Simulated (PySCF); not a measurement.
One of the candidates below gave these computed data.

All candidates are C3H5NO.

| technique | computed result |
| --- | --- |
| Polarisability | 47.0 au [wB97X-D/def2-SVPD] |
| 13C NMR | chemical shifts (computed TMS as zero) by class: 191.2 (1 C), 179.7 (1 C), 24.7 (1 C) ppm [GIAO PBE/pcSseg-2] |
| NMR, other nuclei | isotropic shieldings of nuclei other than C and H, by class: -99 (1 N), -346 (1 O) ppm [GIAO PBE/pcSseg-2] |
| Triplet | lowest triplet excitation (Tamm–Dancoff): 2.92 eV [TDA wB97X-D/def2-SVPD] |
| UV, first state | lowest singlet excitation: 3.46 eV (358 nm, f = 0.001) [TDDFT wB97X-D/def2-SVPD] |
| 1H NMR | chemical shifts (computed TMS as zero) by class: 11.69 (1 H), 9.62 (1 H), 2.39 (3 H) ppm [GIAO PBE/pcSseg-2] |
| Couplings | largest of the computed one-bond spin–spin couplings (means over like bonds): 13C–1H +180.0, 13C–1H +134.7 (×3), 13C–13C +53.6, 15N–1H -47.3, 13C–13C +42.4, 17O–13C +34.4, 15N–13C -2.9 Hz [B3LYP/pcJ-1, spin–dipole term left out for some pairs] |
| Rotational structure | rotational constants A, B, C: 10.310, 4.091, 2.983 GHz [PBE0-D3(BJ)/def2-SVP] |
| Dipole | 2.95 D [wB97X-D/def2-SVPD] |
| Valence photoelectron | vertical ionisation energy: 10.27 eV [ΔSCF wB97X-D/def2-SVPD] |

The electronic properties come from PySCF, for the isolated species, density fitting. Levels stand in brackets. Geometry: PBE0-D3(BJ)/def2-SVP, one conformer, isolated molecule. NMR values are class means; diastereotopic atoms form classes of their own.

**Question.** Which candidate is it?
A. `[H]/N=C(/C)C=O`
B. `[H]/N=C\[C@H]1CO1`
C. `C=NC(C)=O`

**Answer.** A. It is `[H]/N=C(/C)C=O`. Numbering: `[H]/[N:3]=[C:2](/[CH3:1])[CH:4]=[O:5]`. Its formula, C3H5NO, gives 2 degrees of unsaturation: 0 rings and 2 π bonds in the structure found. 3 carbons fall into 3 classes; from least to most shielded: aldehyde carbon [C4] (191.2 ppm), imine carbon [C2] (179.7 ppm), methyl carbon [C1] (24.7 ppm). Hydrogen classes from least to most shielded: 1 H on an imine nitrogen, N3 (11.69 ppm), 1 H on an aldehyde carbon, C4 (9.62 ppm), 3 H on a methyl carbon, C1 (2.39 ppm). The other shieldings belong to: -99 ppm, imine nitrogen [N3]; -346 ppm, aldehyde oxygen [O5]. The couplings run between: +180.0 Hz, aldehyde carbon [C4] and its hydrogen; +134.7 Hz, methyl carbon [C1] and its hydrogen (with 2 like pairs); +53.6 Hz, methyl carbon [C1] and imine carbon [C2]; -47.3 Hz, imine nitrogen [N3] and its hydrogen; +42.4 Hz, imine carbon [C2] and aldehyde carbon [C4]; +34.4 Hz, aldehyde oxygen [O5] and aldehyde carbon [C4]; -2.9 Hz, imine nitrogen [N3] and imine carbon [C2]. S1 is mainly HOMO→LUMO (weight 0.91); the largest Löwdin shares of the orbital it empties are 0.31 on the imine nitrogen, 0.25 on the aldehyde oxygen, 0.14 on the aldehyde carbon and 0.12 on the imine carbon, of the orbital it fills 0.29 on the aldehyde carbon, 0.25 on the aldehyde oxygen, 0.20 on the imine nitrogen and 0.17 on the imine carbon. The optimised geometry has point group Cs and is an asymmetric top.

The others, at the same levels:
- `[H]/N=C\[C@H]1CO1` fails: its computed lowest singlet excitation is 5.27 eV (235 nm, f = 0.004) (against 3.46 eV), lowest triplet excitation (Tamm–Dancoff) is 4.49 eV (against 2.92 eV) and rotational constant A is 18.076 GHz (against 10.310 GHz).
- `C=NC(C)=O` fails: its computed lowest singlet excitation is 4.31 eV (288 nm, f = 0.002) (against 3.46 eV), vertical ionisation energy is 9.82 eV (against 10.27 eV) and lowest triplet excitation (Tamm–Dancoff) is 3.79 eV (against 2.92 eV).

Each candidate is one conformer, not necessarily the lowest. Dipoles, sizes and rotational constants follow the conformer. The torsions of the flexible species, by atom-mapped SMILES:
- `[H]/[N:3]=[C:2](/[CH3:1])[CH:4]=[O:5]`: C1–C2–C4–O5 180°
- `[H]/[N:1]=[CH:2]\[C@H:3]1[CH2:4][O:5]1`: N1–C2–C3–C4 140°
- `[CH2:1]=[N:2][C:3]([CH3:4])=[O:5]`: C1–N2–C3–C4 -125°
